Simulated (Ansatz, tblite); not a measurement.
**C6H12 (1-hexene): the atomisation enthalpy at 298 K, rung by rung**

C6H12 has 18 atoms, charge 0, and is taken as a singlet. As SMILES, `C=CCCCC`. Geometry: relaxed at PBE0-D4/def2-TZVP. This is one conformer, not always the lowest.

Each level gives the atomisation enthalpy at 298 K (kJ/mol). The values are calculated. The thermal term (zero-point and 298 K enthalpy, harmonic and unscaled) is that of GFN1-xTB; the spin-orbit lowering of the free atoms at 298 K, 0.1 kJ/mol by their spectra, is taken off.

**What was measured.** CRC Handbook of Chemistry and Physics gives the atomisation enthalpy at 298 K of the gas as 6961 kJ/mol.

```
                                 level                    kind  program  value (kJ/mol)  computed − measured  CPU time (all runs)
       HF/6-31G* (spherical functions)            Hartree–Fock   Ansatz            5195                -1766                7.2 s
     BLYP/6-31G* (spherical functions)                     GGA   Ansatz            6880                  -81                 15 s
   r2SCAN/6-31G* (spherical functions)                meta-GGA   Ansatz            6955                   -6                 27 s
    B3LYP/6-31G* (spherical functions)           global hybrid   Ansatz            6931                  -30                 18 s
    BHLYP/6-31G* (spherical functions)           global hybrid   Ansatz            6778                 -183                 19 s
CAM-B3LYP/6-31G* (spherical functions)  range-separated hybrid   Ansatz            6989                  +28                 18 s
   B2PLYP/6-31G* (spherical functions)           double hybrid   Ansatz            6767                 -194                 22 s
      MP2/6-31G* (spherical functions)     perturbation theory   Ansatz            6421                 -540                8.9 s
  CCSD(T)/6-31G* (spherical functions)   coupled cluster or CI   Ansatz            6371                 -590              1.7 min
```

Nearest: r2SCAN/6-31G* (spherical functions) (-6 kJ/mol); farthest: HF/6-31G* (spherical functions) (-1766 kJ/mol). Computed less measured by kind, in kJ/mol (of the ab initio rows, those in 6-31G*): Hartree–Fock -1766; GGA -81; meta-GGA -6; global hybrid -183 to -30; range-separated hybrid +28; double hybrid -194; perturbation theory -540; coupled cluster or CI -590. Wave-function methods converge slowly with the basis and bind too weakly in sets of this size; that is part of their error here. Times are those of the runs behind each value, whatever else they computed, on shared processors of several kinds: orders of magnitude only.
